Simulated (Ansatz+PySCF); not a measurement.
Two shapes of singlet PH3.

Shape 1:

```xyz
4

P     0.0000    0.0000    0.1302
H     1.1965    0.0000   -0.6509
H    -0.5983    1.0362   -0.6509
H    -0.5983   -1.0362   -0.6509
```

Shape 2:

```xyz
4

P     0.0000    0.0000    0.1406
H     1.2922    0.0000   -0.7030
H    -0.6461    1.1191   -0.7030
H    -0.6461   -1.1191   -0.7030
```

Basis set: def2-SVP (spherical functions). Frozen core: 5 orbitals. Charge 0, multiplicity 1.

Computed with Ansatz (development build ahead of 0.2.0); each method stands on the lowest determinant of its kind that the runs found.

**Question.** Which shape is lower in energy, and by how much in each method?

**Answer.**

```
     method  E(2) − E(1) (eV)
        UHF             0.470
    RHF-MP2             0.441
   RHF-CCSD             0.394
RHF-CCSD(T)             0.380
UHF-CCSD(T)             0.380
```

Shape 1 is lower.
